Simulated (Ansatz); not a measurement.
# C6H6S: taking an electron away

An exercise on one series of results from a longer session: the logs are not shown, and one member is left open.

Program: Ansatz 0.2.0, Gaussian basis. Level of theory: unrestricted cation, the program's frozen cores in correlated methods. These are calculated values, not measurements.

Levels to be run: UKS PBE-D4/def2-TZVPP; UKS r2SCAN-D4/def2-TZVPP; UKS PBE0-D4/def2-TZVPP; UKS B3LYP-D4/def2-TZVPP; UKS wB97X-V/def2-TZVPP; UKS wB97M-V/def2-TZVPP; UKS B2PLYP/def2-TZVPP; UHF-CCSD(T)/def2-TZVPP; UHF-MP2/def2-QZVPP; extrapolation to the limit; then −ε(HOMO) from the neutral's earlier runs with LDA (SPW92), PBE-D4, revPBE-D4, BLYP-D4, r2SCAN-D4, B97M-V, PBE0-D4, B3LYP-D4, r2SCANh-D4, r2SCAN0-D4, HSE06-D4, BHLYP-D4, CAM-B3LYP-D4, LC-ωPBE, ωB97X-V, ωB97M-V.

### The relaxed structure

The geometry comes from an earlier relaxation with PBE0-D4 in a triple-zeta def2 set; it is a stationary point, not always the lowest conformer.

SMILES `Sc1ccccc1`, 13 atoms, charge 0, spin multiplicity 1.

Atoms are counted from 1 here; the program's logs count them from 0.

Bond lengths: S1–C2 1.758 Å, S1–H8 1.341 Å, C2–C3 1.393 Å, C2–C7 1.392 Å, C3–C4 1.385 Å, C3–H9 1.084 Å, C4–C5 1.387 Å, C4–H10 1.084 Å, C5–C6 1.387 Å, C5–H11 1.083 Å, C6–C7 1.385 Å, C6–H12 1.084 Å, C7–H13 1.084 Å. Angles: C2–S1–H8 96.7°, S1–C2–C3 117.7°, S1–C2–C7 122.9°, C3–C2–C7 119.4°, C2–C3–C4 120.1°, C2–C3–H9 119.9°, C4–C3–H9 120.0°, C3–C4–C5 120.5°, C3–C4–H10 119.3°, C5–C4–H10 120.1°, C4–C5–C6 119.3°, C4–C5–H11 120.4°, C6–C5–H11 120.3°, C5–C6–C7 120.6°, C5–C6–H12 120.1°, C7–C6–H12 119.3°, C2–C7–C6 120.0°, C2–C7–H13 120.1° and more.

The first run:

in.yaml reads:

```yaml
crystal:
  periodic: [false, false, false]
  atoms:
    - {symbol: S, position_ang: [-0.068250, -2.195037, 1.812519]}
    - {symbol: C, position_ang: [-0.001125, -0.836491, 0.698036]}
    - {symbol: C, position_ang: [1.218092, -0.179311, 0.551059]}
    - {symbol: C, position_ang: [1.326843, 0.897164, -0.312873]}
    - {symbol: C, position_ang: [0.227952, 1.331807, -1.039187]}
    - {symbol: C, position_ang: [-0.985201, 0.676654, -0.892063]}
    - {symbol: C, position_ang: [-1.104399, -0.401217, -0.029926]}
    - {symbol: H, position_ang: [-1.362253, -2.490837, 1.622140]}
    - {symbol: H, position_ang: [2.082421, -0.512663, 1.114667]}
    - {symbol: H, position_ang: [2.281701, 1.399577, -0.417744]}
    - {symbol: H, position_ang: [0.316423, 2.174221, -1.714467]}
    - {symbol: H, position_ang: [-1.852666, 1.005238, -1.453249]}
    - {symbol: H, position_ang: [-2.059139, -0.903905, 0.075688]}
basis:
  gaussian: {orbitals: def2-TZVPP}
total_charge: 1
magnetization: {spin_polarized: true, initial_magnetization: 1}
hamiltonian: {xc: pbe, dispersion: d4}
```

Command:

```console
$ ansatz run in.yaml --threads 2 --pin off --events-out ev --progress --plain --max-ram 22528MiB --backend cuda --devices 0, --max-vram 18GiB
```

Among the steps run: Cation, UKS PBE-D4/def2-TZVPP; Cation, UKS r2SCAN-D4/def2-TZVPP; Cation, UKS PBE0-D4/def2-TZVPP; Cation, UKS B3LYP-D4/def2-TZVPP; Cation, UKS wB97X-V/def2-TZVPP; Cation, UKS wB97M-V/def2-TZVPP; Cation, UKS B2PLYP (frozen core)/def2-TZVPP; Cation, UHF-CCSD(T)/def2-TZVPP; Cation, UHF-MP2/def2-QZVPP.

One table of the session follows, with a row left open; its other results are not shown here.

It belongs to the step «Ionisation energies side by side». Orbital estimates, from the neutral's runs:

```
  functional  −ε(HOMO) (eV)
 LDA (SPW92)           5.52
      PBE-D4           5.35
   revPBE-D4           5.29
     BLYP-D4           5.17
   r2SCAN-D4           5.54
      B97M-V           5.55
     PBE0-D4           6.35
    B3LYP-D4           6.14
  r2SCANh-D4           5.91
  r2SCAN0-D4           6.47
    HSE06-D4           5.96
    BHLYP-D4           7.17
CAM-B3LYP-D4           7.54
     LC-ωPBE           8.82
     ωB97X-V              ?
     ωB97M-V           8.37
```

**Question.** Estimate the row for ωB97X-V.

The run gave: −ε(HOMO) (eV): 8.48. In the column «−ε(HOMO) (eV)» it lies between ωB97M-V (8.37) and LC-ωPBE (8.82).
